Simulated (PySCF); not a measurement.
## Spin states of SiP⁺

Unrestricted PBE0; Si x2c-SVPall, P x2c-SVPall; spin-free X2C with a Gaussian nucleus (PySCF 2.14). Outer shells of the fragments: Si+ 3s2 3p1; P 3s2 3p3.

Followed along the bond (rough minima from three points):

```tsv
2Ms+1	unpaired	⟨S²⟩ at the start	R at minimum (Å)	Te (eV)
3	π ↑↑	2.01	2.24	0.00
1	π ↑↓	1.01	2.24	0.29
3	σ ↑, π ↑	2.10	2.09	0.42
1	σ ↓, π ↑	1.08	2.08	0.59
1	none	0.00	2.25	1.17
```

Solutions found at the starting distance of 2.280 Å, counted from the lowest of them; the search is not exhaustive and high or unbound solutions are not listed, so other states can lie among these:

| 2Ms+1 | unpaired | term | E (eV) | ⟨S²⟩ | ⟨Lz²⟩ | μ (D) |
| --- | --- | --- | --- | --- | --- | --- |
| 3 | π ↑↑ | ³Σ⁻ | 0.00 | 2.01 | 0.00 | -2.03 |
| 1 | π ↑↓ | mixed | 0.29 | 1.01 | 2.01 | -1.91 |
| 3 | σ ↑, π ↑ | ³Π | 0.67 | 2.10 | 1.00 | -2.33 |
| 1 | σ ↓, π ↑ | mixed | 0.86 | 1.08 | 1.00 | -2.45 |
| 1 | none | mixed | 1.17 | 0.00 | 2.00 | -1.52 |
| 5 | σ ↑, π ↑↑↑ | ⁵Π | 1.79 | 6.00 | 1.00 | -1.21 |

A term symbol is given only where ⟨S²⟩ and ⟨Lz²⟩ are close to those of a pure state; real π, δ and φ orbitals otherwise mix terms. A positive dipole points towards P; it is taken about the centre of mass and depends on that origin.
